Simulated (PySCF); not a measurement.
Level of theory: delta-SCF UKS SCAN, pcX-2 on the ionised atom, pcseg-1 elsewhere, spin-free X2C in PySCF. Geometries: PBE0-D3(BJ)/def2-SVP; isolated species, one conformer each. Values against the vacuum level.

**Question.** Rank by computed C 1s binding energy, lowest first.
A. Carbon in `CN=[PH3]`
B. C2 in `[H]/[N:5]=[CH:4]\[C:3]#[C:2][CH3:1]`
C. C1 in `[C-:1]#[N+:2][CH:3]1[CH2:4][CH2:5]1`
D. C3 in `[CH2:1]=[CH:2][C:3]1=[N:4][CH2:5]1`

**Answer.** B (290.84 eV), A (291.23 eV), C (291.76 eV), D (292.08 eV).

From the lowest up, the atoms are bonded to: C (triple bond) and C (290.84); N and 3 H (291.23); N (triple bond) (291.76); N (double bond) and 2 C (292.08).

**Question.** Order these sites by rising N 1s binding energy.
A. Nitrogen in `CN=[PH3]`
B. Nitrogen in `[H]/N=C\C#CC`
C. Nitrogen in `[H]/N=[CH]/[GeH3]`
D. Nitrogen in `[C-]#[N+]C1CC1`

**Answer.** A (403.14 eV), B (404.35 eV), C (404.95 eV), D (406.36 eV).

From the lowest up, the atoms are bonded to: C and P (double bond) (403.14); C (double bond) and H (404.35); C (double bond) and H (404.95); C (triple bond) and C (406.36).

3 of these hole states are spin-contaminated (⟨S²⟩ up to 0.96, against 0.75; counted from 0.85) and less certain.
